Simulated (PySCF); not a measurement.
Which level of theory gave which numbers?

Phosphorus tetramer, P4.
SMILES: `p12p3p1p23`

The closed-shell ground state was solved 6 times with PySCF (density fitting, gas phase), always with PBE0, in these basis sets: 6-31G, 6-31G*, STO-3G, def2-SVP, pcSseg-0 and pcSseg-3. Geometry: PBE0-D3(BJ)/def2-SVP; no solvent, vibrations or thermal averaging.

```json
{"row": "P", "total energy (Eh)": "-1365.0511", "HOMO (eV)": "-7.60", "LUMO (eV)": "-0.84"}
{"row": "Q", "total energy (Eh)": "-1364.8722", "HOMO (eV)": "-7.77", "LUMO (eV)": "-0.87"}
{"row": "R", "total energy (Eh)": "-1364.5263", "HOMO (eV)": "-7.78", "LUMO (eV)": "-0.78"}
{"row": "S", "total energy (Eh)": "-1349.5138", "HOMO (eV)": "-4.15", "LUMO (eV)": "3.97"}
{"row": "T", "total energy (Eh)": "-1364.6970", "HOMO (eV)": "-8.28", "LUMO (eV)": "-1.13"}
{"row": "U", "total energy (Eh)": "-1363.2564", "HOMO (eV)": "-8.78", "LUMO (eV)": "-1.53"}
```

Problem. Which basis belongs to which row?

Solution. P = pcSseg-3, Q = 6-31G*, R = def2-SVP, S = STO-3G, T = 6-31G, U = pcSseg-0. From the lowest total energy up: pcSseg-3 (304 functions) 0 eV; 6-31G* (72 functions) +4.87 eV; 6-31G (52 functions) +9.64 eV; def2-SVP (72 functions) +14.28 eV; pcSseg-0 (52 functions) +48.84 eV; STO-3G (36 functions) +422.79 eV.
